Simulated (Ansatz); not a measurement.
# CF radical: geometry and frequencies at several levels

The task here is to estimate one member of a computed series from the others.

Computed with Ansatz 0.2.0 (the levels named in each step, unless a step's input says otherwise).

### The starting structure

Bond lengths: C1–F2 1.268 Å.

Structure file:

```xyz
2

C     0.0000    0.0000    0.0032
F     0.0000    0.0000    1.2715
```

Set-up of the first run:

Input file input.yaml:

```yaml
crystal:
  periodic: [false, false, false]
  atoms:
    - { symbol: C, position_ang: [0.0, 0.0, 0.00317714] }
    - { symbol: F, position_ang: [0.0, 0.0, 1.27149286] }
magnetization:
  spin_polarized: true
  initial_magnetization: 1
basis:
  gaussian: { orbitals: def2-TZVPP }
hamiltonian:
  xc: pbe0
  dispersion: d4
phonons: {}
```

Started as:

```
$ ansatz run input.yaml --threads 1 --pin off --max-ram 2560MiB --backend cpu --events-out ev --progress --plain --runs-dir out
```

Steps of the session up to this table: Frequencies, PBE0-D4/def2-TZVPP; Relaxation, PBE-D4/def2-TZVPP; Frequencies, PBE-D4/def2-TZVPP; Relaxation, r2SCAN-D4/def2-TZVPP; Frequencies, r2SCAN-D4/def2-TZVPP; Relaxation, B3LYP-D4/def2-TZVPP; Frequencies, B3LYP-D4/def2-TZVPP; Relaxation, B2PLYP/def2-TZVPP; Frequencies, B2PLYP/def2-TZVPP.

One of the session's tables, all rows but one given; the rest of the session is left out.

It belongs to the step «Geometries side by side». 

| level | C1–F2 (Å) | rotational constants (MHz) | dipole (D) | highest frequency (cm⁻¹) |
| --- | --- | --- | --- | --- |
| PBE-D4/def2-TZVPP | 1.2867 | 41506 | 0.86 | 1258 |
| r2SCAN-D4/def2-TZVPP | 1.2776 | 42097 | 0.83 | 1297 |
| B3LYP-D4/def2-TZVPP | 1.2755 | 42240 | 0.75 | 1299 |
| B2PLYP/def2-TZVPP | ? | ? | ? | ? |

**Question.** Estimate the row for B2PLYP/def2-TZVPP.

The run gave: C1–F2 (Å): 1.2757; rotational constants (MHz): 42227; dipole (D): 0.75; highest frequency (cm⁻¹): 1304. In the column «C1–F2 (Å)» it lies between B3LYP-D4/def2-TZVPP (1.2755) and r2SCAN-D4/def2-TZVPP (1.2776).
